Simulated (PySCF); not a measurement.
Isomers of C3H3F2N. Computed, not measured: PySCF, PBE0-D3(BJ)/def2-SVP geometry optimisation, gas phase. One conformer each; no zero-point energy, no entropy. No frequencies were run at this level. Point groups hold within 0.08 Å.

Task: Order them by energy at this level, lowest first, and give relative energies in kcal/mol.
A. `[F:1][CH:2]([F:3])[C:4]1=[N:5][CH2:6]1` with F1–C2–C4–N5 119°
B. `[N:1]#[C:2][CH2:3][CH:4]([F:5])[F:6]` with C2–C3–C4–F5 63°

Result: B (0.0), A (40.4).

As drawn, the lower has a C≡N group, which the higher lacks; the higher has a three-membered ring and a C=N bond, which the lower lacks.

```
     SMILES      E (Eh)  E rel (kcal/mol)  dipole (D)  point group     A, B, C (MHz)
  N#CCC(F)F  -369.87575               0.0        2.80           C1  8867, 2130, 1812
FC(F)C1=NC1  -369.81145              40.4        0.31           Cs  7170, 2559, 2285
```
